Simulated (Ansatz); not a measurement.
A made-up structure of CH2BN, singlet:

```xyz
5
angstrom
B -0.8737 1.2321 -0.3596
C -0.4662 -0.2645 -0.1333
N 0.3961 0.2868 0.1092
H -0.3937 -1.2550 -0.0468
H 1.3375 0.0005 0.4305
```

It is relaxed with PBE-D4/def2-SVP and then PBE0-D4/def2-TZVP (Ansatz 0.2.0). Atoms count as bonded within 1.22 times the sum of their covalent radii (H–H: 0.88 Å). The end point is not checked to be a true minimum.

Question: Does its bonding change? (Judge from chemistry; the calculation decides.)

Answer: The calculation gives: No: no bond forms or breaks.

Where it ends: The first stage lowers the energy by 3.53 eV in 8 steps. It ends as CH₂BN ([B]1[CH][NH]1):
B1  (-0.740, 1.225, -0.316)
C2  (-0.531, -0.365, -0.148)
N3  (0.461, 0.379, 0.124)
H4  (-0.601, -1.448, -0.101)
H5  (1.412, 0.210, 0.441)
(Å)

Labels in which every atom is bracketed show which atoms are joined, not bond orders.

For scale, one of the runs: PBE0-D4/def2-TZVP relaxation, 105 basis functions, launched by `ansatz run in.yaml --threads 2 --pin off --events-out ev --progress --plain --max-ram 4352MiB`. Hardware: 2 CPU threads of an Arm Neoverse V2, shared host. Wall time about 9 s.
